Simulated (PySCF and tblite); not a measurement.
Values are calculated unless marked as measured or tabulated.
# Dynamics report: rearrangement

System: C₅H₉ (charge +1), numbered as in [CH+:1]1[CH2:2][CH2:3][CH2:4][CH2:5]1.

Motion: shift of H on C2 from C2 to C1. The path came from a restrained scan, a climbing-image band and a saddle search at GFN2-xTB; energies are PBE0/pcSseg-1 + D3(BJ)//PBE0-D3(BJ)/def2-SVP, thermal terms GFN2-xTB. Rates follow Eyring's equation with the number of equivalent paths and no tunnelling. (PySCF 2.14 with density fitting, tblite 0.8.)

| point | symmetry | E(GFN2) kcal/mol | E(DFT) kcal/mol | ZPE change kcal/mol | lowest mode cm⁻¹ |
| --- | --- | --- | --- | --- | --- |
| start | C2 | 0.0 | 0.0 | 0.00 | 165 |
| saddle | Cs | 6.8 | 2.0 | -0.78 | 502i |
| end | C2 | 0.0 | 0.0 | 0.00 | 168 |

* Electronic barrier: 2.0 kcal/mol
* Barrier with zero-point energy: 1.2 kcal/mol
* ΔH‡ (298 K): 0.9 kcal/mol
* ΔS‡ (298 K, symmetry apart): -1.9 cal/(mol K)
* Paths: 2 equivalent paths
* End point: the same structure with atoms interchanged, or its mirror image
* Mean lifetime of the start against this motion at 298 K: under a picosecond
* Cost: 2.1 min on 1 thread of Intel Xeon Platinum 8259CL @ 2.50GHz (shared host) (rough), peak memory 0.64 GiB, launched as `OMP_NUM_THREADS=1 python ens_run.py task.json out`

```
T/K  ΔG‡ kcal/mol     k s⁻¹
150           1.3  8.5×10¹⁰
200           1.3  2.9×10¹¹
250           1.4  6.2×10¹¹
298           1.5    1×10¹²
350           1.6  1.5×10¹²
400           1.7    2×10¹²
500           2.0  2.8×10¹²
```

ΔG and ΔG‡ leave out symmetry numbers and mirror images; rates count paths: 2 out.

The ion is treated without a counter-ion.
